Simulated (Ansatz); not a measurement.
Ansatz (a quantum-chemistry and plane-wave program) input (B3LYP-D3(BJ)/def2-TZVP):

Ansatz 0.2 input:
```yaml
crystal:
  periodic: [false, false, false]
  atoms:
    - {symbol: Al, position_ang: [-0.00224844, 0.48080362, 0.00489246]}
    - {symbol: F, position_ang: [1.43233011, -0.34050959, -0.00814095]}
    - {symbol: F, position_ang: [-1.42908236, -0.35398453, 0.00107407]}
basis:
  gaussian:
    orbitals: def2-TZVP
hamiltonian:
  xc: b3lyp
  dispersion: d3bj
magnetization: {spin_polarized: true, initial_magnetization: 1}
phonons: {temperatures: {t_min: 298.15, t_max: 298.15, t_step: 100}}
```

Output:

```
Functional definition: B3LYP
integrals: 0.02 GiB planned
571 factors; their error is unknown
mean field: 0.33 GiB planned
mean field evaluation 1: about -12031.9668 eV, gradient 4.0e1 eV
mean field evaluation 2: about -12014.4709 eV, gradient 8.7e1 eV
mean field evaluation 4: about -12036.8605 eV, gradient 7.1e-1 eV
mean field evaluation 8: about -12036.8907 eV, gradient 5.3e-2 eV
mean field evaluation 16: about -12036.8907 eV, gradient 1.6e-5 eV
mean field -12036.89073369 eV, -442.3475755654 hartree, gradient 1.6e-5 eV, S^2 0.750794; 0 other end points of the search recorded, 0 dependent functions left out
the calculation of the forces begins
reference -12036.89091686 eV, -442.3475822968 hartree; 16, 15 occupied and 83, 84 virtual orbitals, 571 factors
these checks for a lower state are left out or cut short: stability, starts, cluster_reference, orbital_swaps, neighbouring_geometries, increment
integrals: 0.02 GiB planned
571 factors; their error is unknown
mean field: 0.33 GiB planned
mean field -12036.89067344 eV, -442.3475733515 hartree, gradient 1.4e-6 eV, S^2 0.750793; 0 other end points of the search recorded, 0 dependent functions left out
the calculation of the forces begins
reference -12036.89085663 eV, -442.3475800834 hartree; 16, 15 occupied and 83, 84 virtual orbitals, 571 factors
these checks for a lower state are left out or cut short: stability, starts, cluster_reference, orbital_swaps, neighbouring_geometries, increment
integrals: 0.02 GiB planned
571 factors; their error is unknown
mean field: 0.32 GiB planned
mean field -12036.89067481 eV, -442.3475734018 hartree, gradient 6.4e-7 eV, S^2 0.750795; 0 other end points of the search recorded, 0 dependent functions left out
the calculation of the forces begins
reference -12036.89085797 eV, -442.3475801329 hartree; 16, 15 occupied and 83, 84 virtual orbitals, 571 factors
these checks for a lower state are left out or cut short: stability, starts, cluster_reference, orbital_swaps, neighbouring_geometries, increment
integrals: 0.02 GiB planned
571 factors; their error is unknown
mean field: 0.32 GiB planned
mean field evaluation 32: about -12036.8622 eV, gradient 7.4e-2 eV
mean field -12036.89070992 eV, -442.3475746920 hartree, gradient 2.0e-6 eV, S^2 0.750793; 0 other end points of the search recorded, 0 dependent functions left out
the calculation of the forces begins
reference -12036.89089310 eV, -442.3475814238 hartree; 16, 15 occupied and 83, 84 virtual orbitals, 571 factors
these checks for a lower state are left out or cut short: stability, starts, cluster_reference, orbital_swaps, neighbouring_geometries, increment
integrals: 0.02 GiB planned
571 factors; their error is unknown
mean field: 0.32 GiB planned
mean field -12036.89071072 eV, -442.3475747213 hartree, gradient 1.5e-6 eV, S^2 0.750795; 0 other end points of the search recorded, 0 dependent functions left out
the calculation of the forces begins
reference -12036.89089388 eV, -442.3475814524 hartree; 16, 15 occupied and 83, 84 virtual orbitals, 571 factors
these checks for a lower state are left out or cut short: stability, starts, cluster_reference, orbital_swaps, neighbouring_geometries, increment
integrals: 0.02 GiB planned
571 factors; their error is unknown
mean field: 0.32 GiB planned
mean field -12036.89070771 eV, -442.3475746107 hartree, gradient 1.6e-6 eV, S^2 0.750796; 0 other end points of the search recorded, 0 dependent functions left out
the calculation of the forces begins
reference -12036.89089088 eV, -442.3475813421 hartree; 16, 15 occupied and 83, 84 virtual orbitals, 571 factors
these checks for a lower state are left out or cut short: stability, starts, cluster_reference, orbital_swaps, neighbouring_geometries, increment
integrals: 0.02 GiB planned
571 factors; their error is unknown
mean field: 0.32 GiB planned
mean field -12036.89069354 eV, -442.3475740900 hartree, gradient 2.4e-6 eV, S^2 0.750792; 0 other end points of the search recorded, 0 dependent functions left out
the calculation of the forces begins
reference -12036.89087671 eV, -442.3475808215 hartree; 16, 15 occupied and 83, 84 virtual orbitals, 571 factors
Total energy: -12036.93847877 eV, -442.3493301650 hartree
Atom 0 at    -0.002248     0.480804     0.004892 Å, force    -0.000000     0.000067     0.000001 eV/Å
Atom 1 at     1.432330    -0.340510    -0.008141 Å, force    -0.000140    -0.000034     0.000000 eV/Å
Atom 2 at    -1.429082    -0.353985     0.001074 Å, force     0.000140    -0.000033    -0.000001 eV/Å
Dipole moment:    -0.001835     0.392431     0.003993 e Å
Vibrations: 229.82 742.41 890.10 cm⁻¹, zero-point energy 0.115449 eV
```

It need not be the lowest isomer of its formula.
